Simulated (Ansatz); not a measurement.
# SiH₄+ (doublet): the correlation ladder at distance Si1–H3 = 1.717 Å, 6-31G

Aim: climb from Hartree-Fock through coupled cluster and multireference methods for SiH₄+ (doublet) at one geometry and basis, and see what each rung misses.

The runs use Ansatz 0.2.0, Gaussian basis; 6-31G, core rule «outside noble gas», up to 5 orbitals frozen.

Plan: UHF; CCSD(T) on ROHF; CCSD(T) on UHF; BCCD(T) on ROHF; CISD; CCSDT(Q) on ROHF; CCSDT(Q) on UHF; CISDTQ; CCSDTQ on ROHF; CCSDTQ on UHF; CASSCF and MRCISD+Q, 3 electrons in 3 orbitals; CASSCF and NEVPT2, 3 electrons in 3 orbitals; CASSCF and MRCISD+Q, 7 electrons in 8 orbitals; CASSCF and NEVPT2, 7 electrons in 8 orbitals; Full CI.

19 further runs of the same task are left out: 14 that didn't finish, 5 set aside as unsound or not needed.

## Step 1: The system

The geometry derives from a PBE0/def2-TZVP stationary point (not a proven minimum). One bond is set to the value named and the two fragments are kept rigid.

5 atoms, charge 1, spin multiplicity 2.

Atoms are counted from 1 here; the program's logs count them from 0.

Bond lengths: Si1–H2 1.538 Å, Si1–H3 1.717 Å, Si1–H4 1.538 Å, Si1–H5 1.538 Å. Angles: H2–Si1–H3 90.0°, H2–Si1–H4 90.0°, H2–Si1–H5 180.0°, H3–Si1–H4 180.0°, H3–Si1–H5 90.0°, H4–Si1–H5 90.0°.

## Step 2: UHF

File in.yaml:

```yaml
crystal:
  periodic: [false, false, false]
  atoms:
    - {symbol: Si, position_ang: [0.000062, 0.003965, -0.003990]}
    - {symbol: H, position_ang: [-0.011104, 1.094820, 1.079793]}
    - {symbol: H, position_ang: [-0.018745, -1.206207, 1.213885]}
    - {symbol: H, position_ang: [0.016905, 1.087798, -1.094723]}
    - {symbol: H, position_ang: [0.011228, -1.086890, -1.087773]}
basis:
  gaussian: {orbitals: 6-31G}
total_charge: 1
magnetization: {spin_polarized: true, initial_magnetization: 1}
hamiltonian: {xc: hf}
output: {orbitals: {seedname: orbitals}}
```

Run with:

```
$ ansatz run in.yaml --threads 1 --pin off --events-out ev --progress --plain --max-ram 2393MiB
```

After this run come: CCSD(T) on ROHF; CCSD(T) on UHF; BCCD(T) on ROHF; CISD; CCSDT(Q) on ROHF; CCSDT(Q) on UHF; CISDTQ; CCSDTQ on ROHF; CCSDTQ on UHF; CASSCF and MRCISD+Q, 3 electrons in 3 orbitals; CASSCF and NEVPT2, 3 electrons in 3 orbitals; CASSCF and MRCISD+Q, 7 electrons in 8 orbitals; CASSCF and NEVPT2, 7 electrons in 8 orbitals; Full CI.

Before running them: what should the planned runs give, taken together? Wanted: FCI below the RHF energy; RMP2 from FCI; UMP2 from FCI; RCCSD from FCI; RCCSD(T) from FCI; UCCSD(T) from FCI; RCCSDT(Q) from FCI; UCCSDT(Q) from FCI; NEVPT2 pair from FCI.

**Answer**, as computed:

| quantity | value |
| --- | --- |
| FCI below the RHF energy | -2.5667 eV |
| RMP2 from FCI | +18.86 kcal/mol |
| UMP2 from FCI | +18.07 kcal/mol |
| RCCSD from FCI | +1.15 kcal/mol |
| RCCSD(T) from FCI | +0.36 kcal/mol |
| UCCSD(T) from FCI | +0.44 kcal/mol |
| RCCSDT(Q) from FCI | 0.00 kcal/mol |
| UCCSDT(Q) from FCI | 0.00 kcal/mol |
| NEVPT2 pair from FCI | +13.42 kcal/mol |
| MRCISD+Q pair from FCI | -0.41 kcal/mol |
| NEVPT2 valence from FCI | +2.31 kcal/mol |
| levels within 1 kcal/mol (43 meV) | RCCSD(T), UCCSD(T), BCCD(T), RCCSDT, UCCSDT, CISDTQ, RCCSDT(Q), UCCSDT(Q), RCCSDTQ, UCCSDTQ, MRCISD+Q pair, MRCISD valence, MRCISD+Q valence |
| T1 diagnostic | 0.035 |
| effectively unpaired electrons | 1.04 |

RCCSD(T) misses by +0.36 kcal/mol, 0.6 % of the correlation energy. MRCISD+Q pair falls below full CI: the +Q correction isn't variational, and the cores differ from full CI's. One determinant dominates. Of the multireference levels listed MRCISD+Q valence comes nearest in total energy (+0.07 kcal/mol), which doesn't show that its space is the better one. These misses are within one basis, not against nature; the frozen cores of restricted and unrestricted runs differ, which can shift their rows.
